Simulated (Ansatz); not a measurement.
Species: CH₅Si, charge 0, doublet. CH5Si (SMILES C[SiH2], doublet).
B3LYP-D3(BJ)/def2-TZVP minimum from Ansatz (an electronic-structure program):
```
C
H 1 1.0909
H 1 1.0909 2 108.23
H 1 1.0938 2 108.08 3 116.82
Si 1 1.8820 2 110.96 3 -121.97
H 5 1.4873 1 111.50 2 -58.56
H 5 1.4873 6 109.34 1 123.76
```
Charge 0, spin multiplicity 2.

Total energies in hartree (Ansatz). Radicals and triplets start from unrestricted determinants; spin-orbit coupling is neglected. Correlated methods leave the cores frozen. No relativity. For partners of very few electrons the exact lower level stands in for a higher one.

```tsv
species	HF/aug-cc-pV(T+d)Z	CCSD(T)/aug-cc-pV(T+d)Z	HF/aug-cc-pV(Q+d)Z	CCSD(T)/aug-cc-pV(Q+d)Z	CCSD(T)/aug-cc-pV(D+d)Z	CCSDT(Q)/aug-cc-pV(D+d)Z
1: CH5Si (SMILES C[SiH2], doublet)	-329.70399	-330.04699	-329.70944	-330.06573	-329.97492	-329.97630
2: C (triplet)	-37.69181	-37.78183	-37.69335	-37.78687	-37.76487	-37.76529
3: Si (triplet)	-288.85669	-288.93415	-288.85846	-288.93799	-288.91972	-288.92029
4: H (doublet)	-0.49982	-0.49982	-0.49995	-0.49995	-0.49933	-0.49933
```

Question: Work out the atomisation energy (electronic, to ground-state atoms) in kcal/mol: take Hartree-Fock from aug-cc-pV(Q+d)Z, extrapolate the CCSD(T) correlation energy as X^-3 (X = 3, 4), and add CCSDT(Q) - CCSD(T) in aug-cc-pV(D+d)Z. 1 hartree = 627.51 kcal/mol.

Answer: 
Species 1: correlation (64·(-0.35629) - 27·(-0.34300))/37 = -0.36599; step -0.00138; E1 = -329.70944 + (-0.36599) + (-0.00138) = -330.07681
Species 2: correlation (64·(-0.09352) - 27·(-0.09002))/37 = -0.09607; step -0.00042; E2 = -37.69335 + (-0.09607) + (-0.00042) = -37.78984
Species 3: correlation (64·(-0.07953) - 27·(-0.07746))/37 = -0.08104; step -0.00057; E3 = -288.85846 + (-0.08104) + (-0.00057) = -288.94007
Species 4: correlation (64·(0.00000) - 27·(0.00000))/37 = 0.00000; step +0.00000; E4 = -0.49995 + (0.00000) + (+0.00000) = -0.49995
-1·E1 +1·E2 +1·E3 +5·E4 = 0.84715 hartree = 531.6 kcal/mol.
